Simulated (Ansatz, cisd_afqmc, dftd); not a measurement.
System: C2H, charge 0, doublet. C2H (SMILES [C]#C, doublet).
B3LYP-D3(BJ)/def2-TZVP minimum from Ansatz (a first-principles code):
```
C
C 1 1.2000
H 1 1.0642 2 180.00
```
Charge 0, spin multiplicity 2.

Property: atomisation energy (electronic, to ground-state atoms), in kcal/mol. Open shells are spin-unrestricted; no spin-orbit coupling. Correlated methods leave the cores frozen. Rows without X2C or -DK are non-relativistic. The Monte Carlo rows (phaseless AFQMC, CISD trial, step 0.005/hartree) carry one-sigma bars that omit the constraint's bias. Outlying blocks are dropped, and bars are widened where a walk drifts. Over all cases where full CI ran beside it in this data, AFQMC minus full CI had a median of +0.1 mEh and passed +0.4 mEh in a tenth of the cases. CBS(X,Y): correlation extrapolated as X^-3, Hartree-Fock from the larger set (Q,5: extrapolated as (X+1)exp(-9√X)). A bracket is a step between two methods taken in the basis named. The functionals are non-relativistic, so their misses hold any scalar relativity. 'core' is core correlation in cc-pwCVTZ, 'X2C' scalar relativity in cc-pVTZ-DK, both at CCSD(T). For partners of very few electrons the exact lower level stands in for a higher one. The UHF reference of C2H ([C]#C, doublet) is spin-contaminated (<S^2> up to 0.36 over the pure value in the sets run).

| level | program | atomisation energy (kcal/mol) | difference against the last row |
|---|---|---|---|
| PBE0-D4/def2-TZVPD | Ansatz + dftd4 | 266.8 | 1.1 |
| MP2/cc-pVTZ | Ansatz | 252.8 | -12.9 |
| CCSD/CBS(aug-cc-pVTZ,aug-cc-pVQZ) | Ansatz | 256.0 | -9.7 |
| CCSD(T)/cc-pVDZ | Ansatz | 237.2 | -28.5 |
| CCSDT(Q)/cc-pVDZ | Ansatz | 238.4 | -27.3 |
| AFQMC/CISD/cc-pVTZ | cisd_afqmc | 254.9 ± 0.3 | -10.8 |
| CCSD(T)/CBS(cc-pVQZ,cc-pV5Z) + [AFQMC/CISD - CCSD(T)]/cc-pVDZ + core + X2C | Ansatz + cisd_afqmc | 264.8 ± 0.3 | -0.9 |
| CCSD(T)/CBS(cc-pVQZ,cc-pV5Z) + [CCSDT(Q) - CCSD(T)]/cc-pVTZ + [CCSDTQ - CCSDT(Q)]/cc-pVDZ + core + X2C | Ansatz | 265.7 | 0.0 |
